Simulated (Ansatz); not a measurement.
Corundum (α-Al2O3): LDA at its full settings (plane-wave cutoff 520 eV, 8×8×8 k mesh, Fermi–Dirac smearing 0.01 eV, scalar-relativistic PAW data made under PBE) and at cheaper ones, in a cell of 10 atoms with Γ-centred meshes.

```
level and setting             equilibrium lattice constant a (Å)  c axis length (Å)  bulk modulus (GPa)
----------------------------  ----------------------------------  -----------------  ------------------
LDA (Ansatz)                                               4.730             12.891                 257
LDA (Γ point alone) (Ansatz)                               4.699             12.943                 268
LDA (2×2×2 k mesh) (Ansatz)                                4.730             12.881                 258
LDA (4×4×4 k mesh) (Ansatz)                                4.730             12.891                 257
```

Largest shifts from the full settings: lattice constant a -0.66 % (LDA (Γ point alone)), against a difference of -0.61 % of the full result from the reference 4.759 Å (measured, temperature not stated, no zero-point or thermal correction; as tabulated in Lallet et al. (2009), arXiv:0801.3594); lattice parameter c +0.40 % (LDA (Γ point alone)), against a difference of -0.77 % of the full result from the reference 12.991 Å (measured, temperature not stated, no zero-point or thermal correction; as tabulated in Lallet et al. (2009), arXiv:0801.3594); bulk modulus +4.3 % (LDA (Γ point alone)), against a difference of +1.2 % of the full result from the reference 254 GPa (measured, 298 K, copied from a table, unchecked, no zero-point or thermal correction, with K' = 4.34, our sources range from 239 to 254; as tabulated in BurnMan's mineral tables).

The full settings aren't shown to be converged themselves.

Ansatz's density-functional and Hartree–Fock values are scalar-relativistic unless marked +SOC, with PAW data made under PBE.

Run with cheap settings on purpose, which may leave them unconverged: LDA (2×2×2 k mesh), LDA (4×4×4 k mesh), LDA (Γ point alone).

Ansatz is a quantum-chemistry and plane-wave program.
